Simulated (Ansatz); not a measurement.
# BHNSi: the cost of one run

Program: Ansatz 0.2.0, Gaussian basis. Level of theory: def2-QZVPP, core rule «outside noble gas», up to 7 orbitals frozen. These are calculated values, not measurements.

The runs, in order: UHF; ROHF; CCSD(T) on UHF.

2 further runs of the same task are left out: 2 set aside as unsound or not needed. Runs told in other sessions of the task aren't counted.

## Step 1: The system

The geometry is a PBE0/def2-TZVP stationary point (not a proven minimum) of the parent state, kept for this charge and spin.

4 atoms, charge 1, spin multiplicity 3.

Atoms are counted from 1 here; the program's logs count them from 0.

Bond lengths: B1–N2 1.259 Å, N2–Si3 1.712 Å, Si3–H4 1.534 Å. Angles: B1–N2–Si3 171.7°, N2–Si3–H4 96.4°.

## Step 2: UHF

in.yaml

```yaml
crystal:
  periodic: [false, false, false]
  atoms:
    - {symbol: B, position_ang: [0.000000, 0.016116, 1.931055]}
    - {symbol: N, position_ang: [0.000000, 0.074561, 0.673291]}
    - {symbol: Si, position_ang: [0.000000, -0.093854, -1.030677]}
    - {symbol: H, position_ang: [0.000000, 1.406192, -1.349441]}
basis:
  gaussian: {orbitals: "def2-QZVPP.json"}
total_charge: 1
magnetization: {spin_polarized: true, initial_magnetization: 2}
hamiltonian: {xc: hf}
output: {orbitals: {seedname: orbitals}}
```

On the command line:

```
$ ansatz run in.yaml --threads 1 --pin off --events-out ev --progress --plain --max-ram 2393MiB
```

Q: Estimate wall time and peak memory on 1 thread of Arm Neoverse V1, shared host.

About 21 s, with a peak of 0.42 GiB.
